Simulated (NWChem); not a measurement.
System: F anion

NWChem input:

```
start job
memory heap 200 mb stack 900 mb global 1100 mb
charge -1
geometry units angstroms noautoz
  F      0.000000     0.000000     0.000000
end
basis spherical
  F library 6-31+g*
end
dft
  xc xpbe96 cpbe96
  iterations 150
  mulliken
end
task dft energy
```

Parts of the log:

```
             Northwest Computational Chemistry Package (NWChem) 7.3.0
             --------------------------------------------------------

                             Geometry "geometry" -> ""
                             -------------------------

 Output coordinates in angstroms (scale by  1.889725989 to convert to a.u.)

  No.       Tag          Charge          X              Y              Z
 ---- ---------------- ---------- -------------- -------------- --------------
    1 F                    9.0000     0.00000000     0.00000000     0.00000000

 Effective nuclear repulsion energy (a.u.)       0.0000000000

  pbe96 is a nonlocal functional; adding pw91lda local functional.

                                 NWChem DFT Module
                                 -----------------

 Summary of "ao basis" -> "ao basis" (spherical)
 ------------------------------------------------------------------------------
       Tag                 Description            Shells   Functions and Types
 ---------------- ------------------------------  ------  ---------------------
 F                          6-31+g*                  8       18   4s3p1d

            General Information
            -------------------
          SCF calculation type: DFT
          Wavefunction type:  closed shell.
          No. of atoms     :     1
          No. of electrons :    10
           Alpha electrons :     5
            Beta electrons :     5
          Charge           :    -1
          Spin multiplicity:     1
          Use of symmetry is: off; symmetry adaption is: off
          Maximum number of iterations: 150
          AO basis - number of functions:    18
                     number of shells:     8
          Convergence on energy requested:  1.00D-06
          Convergence on density requested:  1.00D-05
          Convergence on gradient requested:  5.00D-04

              XC Information
              --------------
          PerdewBurkeErnzerhof Exchange Functional  1.000
            Perdew 1991 LDA Correlation Functional  1.000 local
           PerdewBurkeErnz. Correlation Functional  1.000 non-local

             Grid Information
             ----------------
          Grid used for XC integration:  medium
          Radial quadrature: Mura-Knowles
          Angular quadrature: Lebedev.
          Tag              B.-S. Rad. Rad. Pts. Rad. Cut. Ang. Pts.
          ---              ---------- --------- --------- ---------
          F                   0.50       49           5.0       434
          Grid pruning is: on
          Number of quadrature shells:    49
          Spatial weights used:  Erf1

      Superposition of Atomic Density Guess
      -------------------------------------

 Sum of atomic energies:         -99.37825578

 Renormalizing density from       9.00 to     10

      Non-variational initial energy
      ------------------------------

 Total energy =    -105.070219
 1-e energy   =    -154.599854
 2-e energy   =      49.529635
 HOMO         =       0.167754
 LUMO         =       0.599981

     ---------------------------------------------
      Total Density - Mulliken Population Analysis
     ---------------------------------------------

    Atom       Charge   Shell Charges
 -----------   ------   -------------------------------------------------------
    1 F    9    10.00   2.00  0.79  2.38  1.15  2.31  0.06  1.31  0.00

   convergence    iter        energy       DeltaE   RMS-Dens  Diis-err
 ---------------- ----- ----------------- --------- --------- ---------
 d= 0,ls=0.0,diis     1    -99.3907323779 -9.94D+01  9.94D-02  4.98D+00
 d= 0,ls=0.0,diis     2    -98.8240768170  5.67D-01  6.77D-02  1.07D+01
 d= 0,ls=0.0,diis     3    -99.7611011144 -9.37D-01  1.92D-03  1.37D-02
 d= 0,ls=0.0,diis     4    -99.7618482396 -7.47D-04  9.72D-04  1.94D-03
 d= 0,ls=0.0,diis     5    -99.7620196720 -1.71D-04  2.76D-05  2.49D-06
 d= 0,ls=0.0,diis     6    -99.7620198596 -1.88D-07  1.37D-06  4.58D-09

         Total DFT energy =      -99.762019859584
      One electron energy =     -143.549753780130
           Coulomb energy =       54.333201810042
    Exchange-Corr. energy =      -10.545467889496
 Nuclear repulsion energy =        0.000000000000

 Numeric. integr. density =        9.999999693977

                       DFT Final Molecular Orbital Analysis
                       ------------------------------------

 Vector    3  Occ=2.000000D+00  E= 7.016373D-02
              MO Center=  3.0D-17,  4.1D-17, -1.1D-17, r^2= 6.7D-01
   Bfn.  Coefficient  Atom+Function         Bfn.  Coefficient  Atom+Function
  ----- ------------  ---------------      ----- ------------  ---------------
     4      0.579753  1 F  py                 8      0.349713  1 F  py
     3     -0.249960  1 F  px                12      0.210267  1 F  py
     7     -0.150778  1 F  px                11     -0.090656  1 F  px
     5      0.038226  1 F  pz

 Vector    4  Occ=2.000000D+00  E= 7.016373D-02
              MO Center=  9.4D-16,  4.1D-16, -1.2D-16, r^2= 6.7D-01
   Bfn.  Coefficient  Atom+Function         Bfn.  Coefficient  Atom+Function
  ----- ------------  ---------------      ----- ------------  ---------------
     3      0.576092  1 F  px                 7      0.347504  1 F  px
     4      0.252710  1 F  py                11      0.208939  1 F  px
     8      0.152437  1 F  py                12      0.091654  1 F  py
     5     -0.065658  1 F  pz                 9     -0.039606  1 F  pz

 Vector    5  Occ=2.000000D+00  E= 7.016373D-02
              MO Center= -4.6D-17,  7.8D-18, -3.8D-16, r^2= 6.7D-01
   Bfn.  Coefficient  Atom+Function         Bfn.  Coefficient  Atom+Function
  ----- ------------  ---------------      ----- ------------  ---------------
     5      0.627919  1 F  pz                 9      0.378767  1 F  pz
    13      0.227736  1 F  pz                 3      0.075456  1 F  px
     7      0.045516  1 F  px                11      0.027367  1 F  px

 Vector    6  Occ=0.000000D+00  E= 3.962191D-01
              MO Center= -2.4D-15, -4.6D-18,  1.7D-16, r^2= 3.0D+00
   Bfn.  Coefficient  Atom+Function         Bfn.  Coefficient  Atom+Function
  ----- ------------  ---------------      ----- ------------  ---------------
    10      1.515928  1 F  s                  6     -0.957492  1 F  s
     2     -0.107230  1 F  s                  1      0.085938  1 F  s

 Vector    7  Occ=0.000000D+00  E= 4.560215D-01
              MO Center= -9.6D-18, -3.1D-17, -7.8D-18, r^2= 3.6D+00
   Bfn.  Coefficient  Atom+Function         Bfn.  Coefficient  Atom+Function
  ----- ------------  ---------------      ----- ------------  ---------------
    12      1.112402  1 F  py                 8     -0.475937  1 F  py
    11      0.358954  1 F  px                 4     -0.280954  1 F  py
    13      0.176340  1 F  pz                 7     -0.153577  1 F  px
     3     -0.090659  1 F  px                 9     -0.075446  1 F  pz
     5     -0.044537  1 F  pz

 Vector    8  Occ=0.000000D+00  E= 4.560215D-01
              MO Center=  1.5D-18,  2.4D-18, -3.0D-17, r^2= 3.6D+00
   Bfn.  Coefficient  Atom+Function         Bfn.  Coefficient  Atom+Function
  ----- ------------  ---------------      ----- ------------  ---------------
    13      1.168236  1 F  pz                 9     -0.499825  1 F  pz
     5     -0.295056  1 F  pz                12     -0.155653  1 F  py
    11     -0.091537  1 F  px                 8      0.066595  1 F  py
     4      0.039313  1 F  py                 7      0.039164  1 F  px

     ---------------------------------------------
      Total Density - Mulliken Population Analysis
     ---------------------------------------------

    Atom       Charge   Shell Charges
 -----------   ------   -------------------------------------------------------
    1 F    9    10.00   2.00  0.94  3.26  1.01  1.94  0.05  0.80  0.00

     -------------------------------------------
      Total Density - Lowdin Population Analysis
     -------------------------------------------

    Atom       Charge   Shell Charges
 -----------   ------   -------------------------------------------------------
    1 F    9    10.00   1.99  0.92  3.09  0.87  2.08  0.22  0.83  0.00
```

Level: PBE/6-31+G* (spherical d). The highest occupied level is positive, so the extra electron may be held by the finite basis.
